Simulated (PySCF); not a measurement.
phosphanylidenephosphane, H₂P₂, SMILES [H]/P=P\[H], point group C2v.

Force field and properties: PBE0/pcSseg-2 (PySCF, grid level 2). Vibrational terms come from second-order perturbation theory with semi-diagonal cubic constants, by steps of ±0.6 along the normal coordinates of each isotopologue. The parent has the commonest isotopes.

Equilibrium geometry (Å):

```json
{"atom": "P1", "x": "1.0106", "y": "-0.7143", "z": "-0.0050"}
{"atom": "P2", "x": "-1.0128", "y": "-0.6812", "z": "-0.0486"}
{"atom": "H3", "x": "1.2648", "y": "0.6869", "z": "0.0079"}
{"atom": "H4", "x": "-1.2216", "y": "0.7276", "z": "-0.0457"}
```

Problem. How much do zero-point and thermal motion change the parent's shieldings?

Solution. 
| atom | σe (ppm) | anharmonic part, 0 K | harmonic part, 0 K | Δσ at 0 K | Δσ at 250 K | Δσ at 400 K |
| --- | --- | --- | --- | --- | --- | --- |
| P1 | -265.85 | -3.87 | -15.76 | -19.63 | -21.18 | -23.76 |
| H3 | 19.82 | -0.04 | -0.25 | -0.29 | -0.31 | -0.34 |

Problem. And the bond lengths, in the parent and with ²H at 3?

Solution. 
| bond | re (Å) | ⟨r⟩ at 0 K | between mean positions | ⟨r⟩, labelled |
| --- | --- | --- | --- | --- |
| P1–P2 | 2.0242 | 2.0287 | 2.0286 | 2.0287 |
| P1–H3 | 1.4241 | 1.4447 | 1.4329 | 1.4388 |

Problem. What are the dipole moments?

Solution. 1.406 D at equilibrium; averaged at 0 K: parent 1.362 D; ²H at 3 1.367 D; ²H at 3, ²H at 4 1.373 D.

The study (67 SCF points, 114 basis functions) took 3.4 min on 1 thread of Arm Neoverse V1 (shared host) (rough), peak memory 0.48 GiB, launched as `OMP_NUM_THREADS=1 python ens_run.py task.json out`.
